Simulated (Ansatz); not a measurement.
# Worked example: correlation energy of HAl–Ga–F, triplet

Geometry: that of the HAl–Ga–F, singlet, kept fixed. The singlet lies 1.3 eV lower here.

```xyz
4

Al    0.0000   -0.3165    2.3078
Ga    0.0000    0.2395   -0.3874
F     0.0000   -0.4984   -1.9957
H     0.0000    1.2983    2.6383
```

Basis cc-pVTZ; Ansatz 0.2.0. Correlated methods freeze the noble-gas cores and the filled d shells of p-block atoms, which leaves 14 electrons in 101 orbitals. Prefix R: restricted or restricted open-shell reference; prefix U: unrestricted. No spin–orbit coupling is included, and no scalar relativity.

Full CI isn't at hand for all of this; UCCSDT(Q) serves as the reference, and is uncertain by the last step of the cluster series or more.

UCCSD has a T1 diagnostic of 0.027 and a largest doubles amplitude of 0.06.

Runs differ by some tens of microhartree through their thresholds and, for an open shell, their frozen cores, so steps under 0.03 kcal/mol mean nothing.

Here the R and U totals at CCSDT(Q) differ by 0.16 kcal/mol, a measure of how far such totals hang on the determinant and its frozen core.

```csv
level,total energy (hartree)
UHF,-2265.249624
UMP2,-2265.616308
UCCSD,-2265.636303
UCCSD(T),-2265.650111
UCCSDT,-2265.651486
UCCSDT(Q),-2265.652235
```

Q: What is the correlation energy at UCCSDT(Q), and what share of it do UMP2 and UCCSD(T) recover?

A: E(corr) = -2265.652235 − (-2265.249624) = -0.402611 hartree = -10.956 eV. UMP2: -0.366684 / -0.402611 = 91.08 %. UCCSD(T): -0.400487 / -0.402611 = 99.47 %.

Q: By how many kcal/mol does UCCSD(T) miss UCCSDT(Q) (1 hartree = 627.509 kcal/mol), and which steps make up the rest?

A: -2265.650111 − (-2265.652235) = 0.002124 hartree = 1.33 kcal/mol. Steps: UCCSDT − UCCSD(T) = -0.86, UCCSDT(Q) − UCCSDT = -0.47 kcal/mol. Differences between like states or geometries often cancel part of this.
